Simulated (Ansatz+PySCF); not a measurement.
Values are calculated unless marked as measured or tabulated.
## PySCF 2.14.0 run

```python
from pyscf import gto, scf, cc

mol = gto.M(atom="""
H 0.000000 0.000000 -0.024800
O 1.191680 0.042300 0.032740
O -1.191680 -0.042300 0.032740
H 1.605350 0.802410 0.471330
H -1.605350 -0.802410 0.471330
H 1.735030 -0.235410 -0.720840
H -1.735030 0.235410 -0.720840
""", basis='def2-svp', charge=1, spin=0)
mf = scf.RHF(mol)
mf.kernel()
mycc = cc.CCSD(mf, frozen=2).run()
et = mycc.ccsd_t()
print(mf.e_tot, mycc.e_corr, et, mycc.e_tot + et)
```

The script is written out from the run's settings.

Output:

```
Converged               : yes
Reference energy        : -152.26105 hartree
CCSD correlation energy : -0.43192 hartree
Triples correction      : -0.00717 hartree
Total energy            : -152.70014 hartree
```
